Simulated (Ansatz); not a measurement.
A run of Ansatz (development build ahead of 0.2.0) on singlet SiH2 at this shape:

```xyz
3

Si   -0.0006   -0.0007   -0.1345
H    -0.0005    1.0967    0.9384
H    -0.0003   -1.0967    0.9383
```

Its results:

- Converged: yes
- Reference energy: -290.03001 hartree
- Correlation energy: -0.10937 hartree
- Total energy: -290.13938 hartree
- Spin squared of the determinant: 0.000

(1) Which input gives this output? Name the method, the orbitals and the basis set, and write the input.

Answers

(1) RHF-MP2 in cc-pVTZ. An unrestricted run that stays on the closed shell gives the same numbers.

```yaml
crystal:
  periodic: [false, false, false]
  atoms:
    - { symbol: Si, position_ang: [-0.00063, -0.00069, -0.13452] }
    - { symbol: H, position_ang: [-0.00053, 1.09674, 0.93843] }
    - { symbol: H, position_ang: [-0.00028, -1.09666, 0.93825] }
basis:
  gaussian: { orbitals: cc-pVTZ }
hamiltonian:
  xc: hf
correlation:
  method: mp2
  frozen_orbitals: { H: 0, Si: 5 }
```
